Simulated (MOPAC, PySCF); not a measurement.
H3N, SMILES `N`, neutral singlet in the gas phase. 

Cartesian coordinates (Å):
```xyz
4

N      0.0032     0.0000     0.3060
H      0.9249    -0.1482    -0.1116
H     -0.5923    -0.7278    -0.0959
H     -0.3357     0.8760    -0.0985
```
Charge 0, multiplicity 1.

All levels are single points at this geometry (B3LYP-D3(BJ)/def2-SVP); Pople sets use spherical d functions. Orbital energies aren't observables, and empty levels follow the basis.

```tsv
level	HOMO (eV)	LUMO (eV)	gap (eV)	dipole (D)	vertical IE, Delta-SCF (eV)
B3LYP-D3(BJ)/def2-TZVP in PySCF	-7.45	0.58	8.03	1.78	11.03
M06-2X/def2-TZVP in PySCF	-9.31	1.59	10.90	1.81	11.00
PBE-D3(BJ)/def2-TZVP in PySCF	-6.07	0.18	6.26	1.75	10.98
B3LYP/3-21G in PySCF	-6.04	2.93	8.97	2.16	–
B3LYP/6-311+G** in PySCF	-7.53	0.21	7.74	1.85	–
BP86/6-31G* in PySCF	-5.59	1.60	7.19	1.93	–
M06-2X/6-31G* in PySCF	-8.86	3.54	12.41	1.98	–
HF/6-31G* in PySCF	-11.59	5.99	17.57	2.03	9.39
PM3 in MOPAC	-9.92	3.31	13.23	1.61	–
```
